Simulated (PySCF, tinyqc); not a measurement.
The basis set: RHF and MP2 along a ladder of basis sets, for CH2, spin multiplicity 1. Computed by the program tinyqc with PySCF. Same geometry throughout; the dipole is taken about the origin.

Geometry (angstrom):

| atom | x | y | z |
|---|---|---|---|
| C | 0.0000 | 0.0000 | 0.0000 |
| H | 0.0000 | 0.8780 | 0.5370 |
| H | 0.0000 | -0.8780 | 0.5370 |

RHF and frozen-core MP2 in a ladder of bases:

| basis | functions | E(RHF) (hartree) | E(MP2 corr) (hartree) | HOMO (eV) | LUMO (eV) | dipole (debye) |
|---|---|---|---|---|---|---|
| sto-3g | 7 | -38.35143 | -0.03043 | -7.939 | 6.203 | 1.664 |
| 3-21g | 13 | -38.64250 | -0.06243 | -9.639 | 2.211 | 2.256 |
| 6-31g | 13 | -38.84474 | -0.06170 | -9.648 | 2.039 | 2.302 |
| 6-31g** | 24 | -38.86602 | -0.10760 | -9.825 | 2.104 | 2.004 |
| cc-pvdz | 24 | -38.86930 | -0.10698 | -9.968 | 1.810 | 1.962 |
| aug-cc-pvdz | 41 | -38.87351 | -0.11245 | -10.162 | 0.736 | 1.918 |
| cc-pvtz | 58 | -38.88359 | -0.13672 | -10.124 | 1.403 | 1.939 |

What does the comparison show, and why?

From cc-pVDZ to cc-pVTZ the RHF energy falls by 14.3 mhartree and the correlation energy by 29.7. If valence correlation converges as X^-3, (27 E(T) - 8 E(D))/19 gives -0.1492 hartree, a rough estimate from such small X that usually falls short; STO-3G holds about 20 % of it. Beyond STO-3G the LUMO moves by 1.5 eV and the HOMO by 0.5 eV. The restricted reference is unstable here: a spin-polarised solution lies 0.0277 hartree lower (PySCF, cc-pVDZ), so results built on it describe a poor reference.
